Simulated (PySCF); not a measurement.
**Structure from 2D NMR**

Compound of formula C6H5F. Correlations simulated from computed shifts and the bond graph:

HSQC (one-bond C–H):
```csv
δH,δC
7.66,135.7
7.39,128.9
7.37,121.4
```

COSY cross peaks (H two or three bonds apart, from the bond graph; peaks can be absent where the dihedral angle is near 90°):
```csv
δH,δH
7.66,7.39
7.66,7.37
```

HMBC (two and three bonds, from the bond graph):
```csv
δH,δC
7.66,"173.1, 135.7, 128.9, 121.4"
7.39,"135.7, 121.4"
7.37,"173.1, 135.7, 128.9, 121.4"
```

Carbons without hydrogens: δ 173.1.

Rapidly exchanging positions averaged, one computed conformer, non-relativistic Hamiltonian, isolated molecule. Geometry: GFN2-xTB; NMR shieldings at PBE0/pcSseg-1/GIAO; PySCF 2.14.

Shifts are taken against calculated references (same method and geometry level): ¹H (31.72 ppm), ¹³C (186.93 ppm) against TMS.

Exchangeable hydrogens are left out of these lists.

Problem. Which molecule is this?

Solution. SMILES c1c(F)cccc1.

Numbering as in the mapped SMILES `[F:1][c:2]1[cH:3][cH:4][cH:5][cH:6][cH:7]1`. Each H is labelled by its parent atom.

1. δC 173.1 is C2, an aromatic carbon bearing fluorine.
2. δC 135.7 is C4/C6, an aromatic CH (δH 7.66).
3. δC 128.9 is C5, an aromatic CH (δH 7.39).
4. δC 121.4 is C3/C7, an aromatic CH (δH 7.37).
5. HMBC from δH 7.66 reaches the proton-free carbon C2.
6. HMBC from δH 7.37 reaches the proton-free carbon C2.
7. COSY links 7.66–7.39, 7.66–7.37.

The shifts were computed for this structure.

Shifts are as computed. Against solution values, carbons near 30 ppm lie about +3 ppm off and those near 130 ppm about +5 ppm. Of 246 compounds with measured shifts, 49 miss one by over three times the rms of a fit or turn the order of signals round; such compounds aren't used in these exercises.
